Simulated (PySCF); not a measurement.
How far each method lies from RCCSDT for BH$_{4}$, doublet

Geometry: that of the BH4⁺, triplet, kept fixed.

```json
{"atom": "B", "x (Å)": "0.0000", "y (Å)": "0.0000", "z (Å)": "0.0000"}
{"atom": "H", "x (Å)": "0.4725", "y (Å)": "0.4863", "z (Å)": "1.0573"}
{"atom": "H", "x (Å)": "-0.4858", "y (Å)": "-0.4709", "z (Å)": "1.0582"}
{"atom": "H", "x (Å)": "-0.4719", "y (Å)": "0.4714", "z (Å)": "-1.0643"}
{"atom": "H", "x (Å)": "0.4852", "y (Å)": "-0.4868", "z (Å)": "-1.0513"}
```

Basis aug-cc-pVDZ; PySCF 2.14.0. Only valence electrons are correlated (noble-gas cores frozen), which leaves 7 electrons in 58 orbitals. R marks a restricted (for open shells ROHF) determinant.

Full CI isn't at hand for all of this; RCCSDT serves as the reference. It lacks quadruple excitations.

```
UHF ⟨S²⟩                            : 0.761
⟨S²⟩ of the determinant under UCCSD : 0.792
T1 diagnostic (ROHF- or RHF-based CCSD)               : 0.0198
largest doubles amplitude (ROHF- or RHF-based CCSD)   : 0.056
```

**Question.** From what is known of these methods and the diagnostics, rank them by the size of their error in total energy against RCCSDT in aug-cc-pVDZ, smallest first (an estimate: the text doesn't fix the numbers).
A. RCCSD
B. RCCSD(T)
C. RHF
D. RMP2

**Answer.** B (2.3 kJ/mol), A (14.5 kJ/mol), D (87.0 kJ/mol), C (437.8 kJ/mol).

All errors are against RCCSDT in aug-cc-pVDZ. Within each family the higher level lies nearer, as is usual though not guaranteed.
